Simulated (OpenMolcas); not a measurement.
**BH3O (BH2(OH)): methods side by side**

BH3O has 5 atoms, charge 0, and is taken as a singlet. SMILES: `[H]B([H])O`. The shape is that of a GFN2-xTB optimisation.

```xyz
5

B     0.2710    0.3025   -0.1085
H     1.4036    0.3900   -0.3956
H    -0.4329    1.2514   -0.0807
O    -0.1594   -0.9187    0.1745
H    -1.0822   -1.0252    0.4103
```

Quantity: the energy change with the O4–H5 bond stretched from 0.958 to 1.438 Å, in eV. The values are calculated.

| level | kind | program | value (eV) | less FCI/STO-3G |
| --- | --- | --- | --- | --- |
| SVWN5/STO-3G (restricted) | LDA | OpenMolcas | 1.84 | +0.04 |
| PBE/STO-3G (restricted) | GGA | OpenMolcas | 1.71 | -0.09 |
| M06-2X/STO-3G (restricted) | hybrid meta-GGA | OpenMolcas | 2.31 | +0.51 |
| PBE0/STO-3G (restricted) | global hybrid | OpenMolcas | 2.16 | +0.36 |
| B2PLYP/STO-3G (restricted) | double hybrid | OpenMolcas | 2.14 | +0.34 |
| CASSCF(2,2)/STO-3G | multireference | OpenMolcas | 1.71 | -0.09 |
| SC-NEVPT2(2,2)/STO-3G | multireference | OpenMolcas | 1.83 | +0.03 |
| FCI/STO-3G | exact in the basis | OpenMolcas | 1.80 | 0.00 |

FCI/STO-3G is exact within its basis and frozen core, so for wave-function methods in that basis the difference is their error; functionals converge differently with the basis, so for them it is only a difference. The first shape isn't each level's own minimum. The values span 1.71 to 2.31 eV. All rows use very small basis sets, so even the best lies far from the true value.
